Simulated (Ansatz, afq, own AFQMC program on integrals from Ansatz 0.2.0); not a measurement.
BH$_{4}$, doublet in cc-pVTZ, levels against CCSDT(Q)

```xyz
5

H    -2.2218    0.0000    0.0000
H    -1.3318    0.0000    0.0000
B     0.1992    0.0000    0.0000
H     0.7083    0.0000    1.0770
H     0.7083    0.0000   -1.0770
```

Basis cc-pVTZ. Only valence electrons are correlated. Ansatz 0.2.0 and our own AFQMC program on the same integrals; the CISD trial comes from CCSD amplitudes, and released means the phaseless constraint is let go. Uncertainties: one standard error, sampling alone.

Determinant: UHF, the one that the program's search chose, which needn't be the lowest solution. The geometry is a point of a scan.

No full CI on the walks' own integrals is used here; CCSDT(Q) serves as the reference and is uncertain by about the last step of the cluster series.

The T1 diagnostic is 0.0144, the weight of the determinant in the CISD state is 0.926 and the ⟨S²⟩ of the determinant is 0.779. The size of the correlated space is 7 electrons in 85 orbitals.

Reference: CCSDT(Q), correlation energy -4.187 eV. The released energy is read at 2.40 1/Eh (meV from the phaseless value at times in 1/Eh: -1.8 ± 2.3 at 0.24, -1.8 ± 1.6 at 0.51, -4.8 ± 1.8 at 0.99, -7.4 ± 1.3 at 1.62, -3.1 ± 1.7 at 2.40).

| level | E − E(reference) (meV) | share of correlation (%) |
| --- | --- | --- |
| HF | 4187.2 | 0.00 |
| MP2 | 848.4 | 79.74 |
| CCSD | 104.5 | 97.50 |
| CCSD(T) | 19.1 | 99.54 |
| CCSDT | 1.9 | 99.95 |
| ph-AFQMC/CISD | 3.0 ± 1.8 | 99.93 |
| released AFQMC | 0.0 ± 1.7 | 100.00 |

A walk keeps the symmetry of its determinant, which the program's search chose and which needn't be the lowest solution, so a lower state of the same spin and another symmetry isn't excluded. Released energies are given only where the last usable release times agree within the noise; a slower fall can still hide under it.
